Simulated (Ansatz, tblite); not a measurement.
# SiH(SiH3)3 (Si4H10): spin-state energies by level

Is the singlet the ground state of SiH(SiH3)3 (Si4H10)? Other spin states are computed and compared level by level.

The runs use Ansatz 0.2.0, Gaussian basis; as each input shows.

Levels to be run: triplet, at the geometry of the singlet (GFN1-xTB, GFN2-xTB, PBE0-D4/def2-TZVP, PBE-D4/def2-TZVP, r2SCAN-D4/def2-TZVP); the singlet's energies come from earlier runs.

2 further runs of the same task are left out: 2 set aside as unsound or not needed.

**1. The geometry**

The geometry is that of the singlet, from an earlier relaxation (PBE-D4/def2-SVP).

14 atoms, charge 0, spin multiplicity 1.

Bond lengths: Si1–H2 1.510 Å, Si1–Si3 2.353 Å, Si1–Si7 2.353 Å, Si1–Si11 2.353 Å, Si3–H4 1.505 Å, Si3–H5 1.506 Å, Si3–H6 1.506 Å, Si7–H8 1.506 Å, Si7–H9 1.506 Å, Si7–H10 1.506 Å, Si11–H12 1.506 Å, Si11–H13 1.506 Å, Si11–H14 1.505 Å. Angles: H2–Si1–Si3 109.9°, H2–Si1–Si7 109.9°, H2–Si1–Si11 110.0°, Si3–Si1–Si7 109.0°, Si3–Si1–Si11 109.0°, Si7–Si1–Si11 109.0°, Si1–Si3–H4 110.9°, Si1–Si3–H5 110.8°, Si1–Si3–H6 108.8°, H4–Si3–H5 108.9°, H4–Si3–H6 108.6°, H5–Si3–H6 108.7°, Si1–Si7–H8 110.9°, Si1–Si7–H9 110.8°, Si1–Si7–H10 108.8°, H8–Si7–H9 108.8°, H8–Si7–H10 108.6°, H9–Si7–H10 108.7° and more.

**2. Triplet at the fixed geometry, GFN1-xTB**

Tight binding, by tblite at 300 K electronic temperature and without a spin-polarisation term:

```python
tblite.interface.Calculator('GFN1-xTB', numbers, positions, charge=0, uhf=2).singlepoint()
```

Energy -343.6540 eV; 0.053 s.

**3. Triplet at the fixed geometry, GFN2-xTB**

Tight binding, by tblite at 300 K electronic temperature and without a spin-polarisation term:

```python
tblite.interface.Calculator('GFN2-xTB', numbers, positions, charge=0, uhf=2).singlepoint()
```

Energy -321.8048 eV; 0.037 s.

**4. Triplet at the fixed geometry, PBE0-D4/def2-TZVP**

Input file in.yaml:

```yaml
crystal:
  periodic: [false, false, false]
  atoms:
    - {symbol: Si, position_ang: [0.005018, 0.006333, 0.702415]}
    - {symbol: H, position_ang: [0.016177, 0.020714, 2.212354]}
    - {symbol: Si, position_ang: [2.210810, -0.008490, -0.115762]}
    - {symbol: H, position_ang: [2.940380, -1.248818, 0.326551]}
    - {symbol: H, position_ang: [2.968886, 1.199749, 0.366116]}
    - {symbol: H, position_ang: [2.171307, 0.015963, -1.620867]}
    - {symbol: Si, position_ang: [-1.100350, 1.917956, -0.109454]}
    - {symbol: H, position_ang: [-0.370507, 3.172425, 0.291000]}
    - {symbol: H, position_ang: [-2.509579, 1.985947, 0.416976]}
    - {symbol: H, position_ang: [-1.150220, 1.849310, -1.613146]}
    - {symbol: Si, position_ang: [-1.112563, -1.912315, -0.075281]}
    - {symbol: H, position_ang: [-0.452306, -3.163265, 0.440776]}
    - {symbol: H, position_ang: [-1.062863, -1.926725, -1.580293]}
    - {symbol: H, position_ang: [-2.554171, -1.908785, 0.358614]}
basis:
  gaussian: {orbitals: def2-TZVP}
magnetization: {spin_polarized: true, initial_magnetization: 2}
hamiltonian: {xc: pbe0, dispersion: d4}
scf: {omitted_lower_state_checks: [starts]}
output: {orbitals: {seedname: orbitals}}
```

Run with:

```
$ ansatz run in.yaml --threads 4 --pin off --events-out ev --progress --plain --max-ram 4787MiB
```

Log:

```text
Functional definition: PBE0
  name "PBE0"
  cite "Adamo & Barone, J. Chem. Phys. 110, 6158 (1999) doi:10.1063/1.478522"
  cite "Perdew, Burke & Ernzerhof, Phys. Rev. Lett. 77, 3865 (1996) doi:10.1103/PhysRevLett.77.3865"
  parent pbe
  parameter a = 0.25
  parameter kappa = 0.804
  parameter beta = 0.06672455060314922
  exchange = (1 - a)*pbe_x(kappa = kappa, mu = beta*pi^2/3) + a*exact_x
  correlation = pbe_c(beta = beta)
these checks for a lower state are left out or cut short: starts
1512 factors; their error is unknown
mean field evaluation 1: about -31653.7995 eV, gradient 1.0e1 eV
mean field evaluation 2: about -31654.2942 eV, gradient 6.9e0 eV
mean field evaluation 4: about -31654.6972 eV, gradient 8.6e-1 eV
mean field evaluation 8: about -31654.7469 eV, gradient 2.9e-1 eV
mean field evaluation 16: about -31654.7704 eV, gradient 1.3e-1 eV
mean field -31654.95342281 eV, -1163.2980817902 hartree, gradient 7.3e-6 eV, S^2 2.007165; 0 other end points of the search recorded, 0 dependent functions left out
reference -31654.95346946 eV, -1163.2980835044 hartree; 34, 32 occupied and 174, 176 virtual orbitals, 1512 factors
Total energy: -31655.27483428 eV, -1163.3098934439 hartree
Checks for a lower state left out: starts
```

Run time: 46 s. Hardware: 4 threads of Intel Xeon at 2.50GHz, shared host; peak memory 1.2 GiB.

From the report: HOMO -2.43 eV, LUMO -6.01 eV (over both spins; with the spin held, an empty level of the minority spin lies below the top filled one); ⟨S²⟩ 2.007 (pure: 2.00).

**5. Triplet at the fixed geometry, PBE-D4/def2-TZVP**

start.molden holds the orbitals of an earlier run on this state, given as this run's starting guess.

Edit in.yaml of step 4 so:

```diff
@@ -18,5 +18,5 @@
 basis:
-  gaussian: {orbitals: def2-TZVP}
+  gaussian: {orbitals: def2-TZVP, initial_orbitals: start.molden}
 magnetization: {spin_polarized: true, initial_magnetization: 2}
-hamiltonian: {xc: pbe0, dispersion: d4}
+hamiltonian: {xc: pbe, dispersion: d4}
 scf: {omitted_lower_state_checks: [starts]}
```

Launched as before.

Log:

```text
Functional definition: PBE
  name "PBE"
  cite "Perdew, Burke & Ernzerhof, Phys. Rev. Lett. 77, 3865 (1996) doi:10.1103/PhysRevLett.77.3865"
  parent pbe
  parameter kappa = 0.804
  parameter beta = 0.06672455060314922
  exchange = pbe_x(kappa = kappa, mu = beta*pi^2/3)
  correlation = pbe_c(beta = beta)
these checks for a lower state are left out or cut short: starts
1448 factors; their error is unknown
mean field evaluation 1: about -31651.6674 eV, gradient 8.7e0 eV
mean field evaluation 2: about -31651.8097 eV, gradient 2.2e-1 eV
mean field evaluation 4: about -31651.7855 eV, gradient 5.4e-3 eV
mean field evaluation 8: about -31651.7855 eV, gradient 3.6e-5 eV
mean field -31651.78546764 eV, -1163.1816615850 hartree, gradient 4.4e-6 eV, S^2 2.005149; 0 other end points of the search recorded, 0 dependent functions left out
reference -31651.78552926 eV, -1163.1816638495 hartree; 34, 32 occupied and 174, 176 virtual orbitals, 1448 factors
Total energy: -31652.15426423 eV, -1163.1952146097 hartree
Checks for a lower state left out: starts
```

It took 23 s on 4 threads of Intel Xeon at 2.50GHz, shared host; peak memory 0.61 GiB.

From the report: HOMO -1.74 eV, LUMO -6.72 eV (over both spins; with the spin held, an empty level of the minority spin lies below the top filled one); ⟨S²⟩ 2.005 (pure: 2.00).

**6. Triplet at the fixed geometry, r2SCAN-D4/def2-TZVP**

Edit in.yaml of step 5 so:

```diff
@@ -20,3 +20,3 @@
 magnetization: {spin_polarized: true, initial_magnetization: 2}
-hamiltonian: {xc: pbe, dispersion: d4}
+hamiltonian: {xc: r2scan, dispersion: d4}
 scf: {omitted_lower_state_checks: [starts]}
```

Same command.

Log (excerpt; [...] marks lines left out):

```text
Functional definition: r2SCAN
  name "r2SCAN"
  cite "Furness, Kaplan, Ning, Perdew & Sun, J. Phys. Chem. Lett. 11, 8208 (2020) doi:10.1021/acs.jpclett.0c02405"
  cite "Furness, Kaplan, Ning, Perdew & Sun, J. Phys. Chem. Lett. 11, 9248 (2020) doi:10.1021/acs.jpclett.0c03077"
  parent r2scan
[...]
1448 factors; their error is unknown
[...]
mean field -31665.49382051 eV, -1163.6854342610 hartree, gradient 8.1e-6 eV, S^2 2.009988; 0 other end points of the search recorded, 0 dependent functions left out
reference -31665.49384324 eV, -1163.6854350965 hartree; 34, 32 occupied and 174, 176 virtual orbitals, 1448 factors
Total energy: -31665.58797573 eV, -1163.6888944018 hartree
Checks for a lower state left out: starts
```

It took 47 s on 4 threads of Intel Xeon at 2.50GHz, shared host; peak memory 0.7 GiB.

HOMO -1.84 eV, LUMO -6.63 eV (over both spins; with the spin held, an empty level of the minority spin lies below the top filled one); ⟨S²⟩ 2.010 (pure: 2.00).

**7. Triplet less singlet, vertical**

The singlet's energies are those of its earlier runs, whose logs aren't repeated here.

| level | triplet less singlet, vertical (eV) | time |
| --- | --- | --- |
| GFN1-xTB | +3.717 | 0.085 s |
| GFN2-xTB | +3.758 | 0.06 s |
| PBE-D4/def2-TZVP | +5.415 | 29 s |
| r2SCAN-D4/def2-TZVP | +5.559 | 55 s |
| PBE0-D4/def2-TZVP | +5.674 | 54 s |

Times add the two runs; a level without a time comes out of a correlated run. Tight binding without a spin term can't rank spin states.

**8. What came out**

```
                                                quantity                                   value
triplet less singlet, vertical, functionals in def2-TZVP  +5.415 (PBE-D4) to +5.674 eV (PBE0-D4)
```

**Reading.** All functionals put the triplet above the singlet, over a spread of 0.259 eV. The checks for a lower triplet were left out, so another state of that spin may lie lower. These are electronic energies, without zero-point motion, entropy or surroundings.
